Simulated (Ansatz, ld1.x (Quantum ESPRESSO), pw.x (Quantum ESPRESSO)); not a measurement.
# Equation-of-state test of one TM potential (silicon)

```json
{"Element": "silicon (Si)", "Generator": "ld1.x (Quantum ESPRESSO) 7.5", "Type": "norm-conserving Troullier–Martins (Kleinman–Bylander form)", "Functional": "LDA (PW92)", "Relativity": "scalar-relativistic", "Frozen core": "[Ne]", "Valence charge": "4", "Reference configuration": "3s2 3p2", "Partial waves": "3s (bound): rc 1.55 bohr; 3d channel at 0.15 Ry: rc 1.65 bohr; 3p (bound): rc 1.95 bohr", "Local potential": "the p channel", "Core correction": "a·sin(br)/r model core, default radius (core density twice the valence density)"}
```

Crystal test: sc Si in pw.x 7.5, no spin, 13³ k-points, Fermi–Dirac smearing 0.01 Ry, cutoffs 50/200 Ry. The reference is all-electron LAPW (Ansatz 0.2.0) with the same functional, mesh and smearing; V0 and B0 come from Birch–Murnaghan fits to the pressures at five volumes. Errors are pseudo minus all-electron; Δ is the rms difference of the E(V) curves that follow from these fits, minima aligned, over ±6 % about the mean V0. Mesh and smearing are coarse, so the numbers serve the comparison and aren't converged zero-temperature values; the lattice is a test structure that the element need not adopt.

All-electron: a0 = 2.505 Å (V0 = 15.72 Å³/atom), B0 = 108.0 GPa.

How far does the potential miss the all-electron equation of state?

mean pressure error (GPa): -0.14; a0 (Å): 2.504; a0 error (%): -0.04; B0 error (%): -0.0; Δ (meV/atom): 0.5.

```
V (Å³/atom)  P all-electron (GPa)  P pseudo (GPa)
     14.919                  6.32            6.14
     15.311                  3.01            2.85
     15.704                  0.11           -0.03
     16.097                 -2.43           -2.56
     16.489                 -4.66           -4.77
```

At the middle volume, how do free energy and pressure move when the wave cutoff is lowered (ecutrho kept at four times it)?

```csv
cutoff (Ry),shift of F (meV/atom),shift of P (GPa)
22,+96.6,-0.27
30,+36.5,-1.12
40,+4.0,-0.28
```

Input at the middle volume:

```
&control
  calculation='scf', prefix='x', pseudo_dir='./', outdir='./tmp', tstress=.true., disk_io='none'
/
&system
  ibrav=0, nat=1, ntyp=1, ecutwfc=50, ecutrho=200, nbnd=9,
  occupations='smearing', smearing='fd', degauss=0.01
/
&electrons
  conv_thr=1e-09, mixing_beta=0.4, electron_maxstep=70
/
ATOMIC_SPECIES
Si 1.0 Si.UPF
CELL_PARAMETERS angstrom
  2.50420625 0.00000000 0.00000000
  0.00000000 2.50420625 0.00000000
  0.00000000 0.00000000 2.50420625
ATOMIC_POSITIONS crystal
Si 0.0000 0.0000 0.0000
K_POINTS automatic
13 13 13 0 0 0
```

```bash
pw.x < Si.scf.in > Si.scf.out
```

Lines of the output:

```
Message from routine setup:
     using ibrav=0 with symmetry is DISCOURAGED, use correct ibrav instead
     lattice parameter (alat)  =       4.7323  a.u.
     unit-cell volume          =     105.9758 (a.u.)^3
     number of electrons       =         4.00
     number of Kohn-Sham states=            9
     kinetic-energy cutoff     =      50.0000  Ry
     charge density cutoff     =     200.0000  Ry
     scf convergence threshold =      1.0E-09
     Exchange-correlation= PW
     number of k points=    84  Fermi-Dirac smearing, width (Ry)=  0.0100
     iteration #  1     ecut=    50.00 Ry     beta= 0.40
     total energy              =      -9.67270937 Ry
     estimated scf accuracy    <       0.00371196 Ry
     iteration #  2     ecut=    50.00 Ry     beta= 0.40
     total energy              =      -9.67254712 Ry
     estimated scf accuracy    <       0.00131212 Ry
     iteration #  3     ecut=    50.00 Ry     beta= 0.40
     total energy              =      -9.67255786 Ry
     estimated scf accuracy    <       0.00000233 Ry
     iteration #  4     ecut=    50.00 Ry     beta= 0.40
     total energy              =      -9.67255825 Ry
     estimated scf accuracy    <          5.3E-09 Ry
     iteration #  5     ecut=    50.00 Ry     beta= 0.40
     the Fermi energy is     9.0027 ev
!    total energy              =      -9.67255825 Ry
     estimated scf accuracy    <          2.3E-10 Ry
     smearing contrib. (-TS)   =      -0.00203352 Ry
     The total energy is F=E-TS. E is the sum of the following terms:
     one-electron contribution =       4.16623123 Ry
     hartree contribution      =       0.12891920 Ry
     xc contribution           =      -4.37264310 Ry
     ewald contribution        =      -9.59303206 Ry
     convergence has been achieved in   5 iterations
          total   stress  (Ry/bohr**3)                   (kbar)     P=       -0.29
     Message from routine punch:
     Nothing written, as per user request (disk_io='none')
```

The run at the middle volume (84 k-points, 5 iterations) took about 3.8 s on one core of a shared host (Neoverse-V2, 96 threads, 742 GiB, load 75).
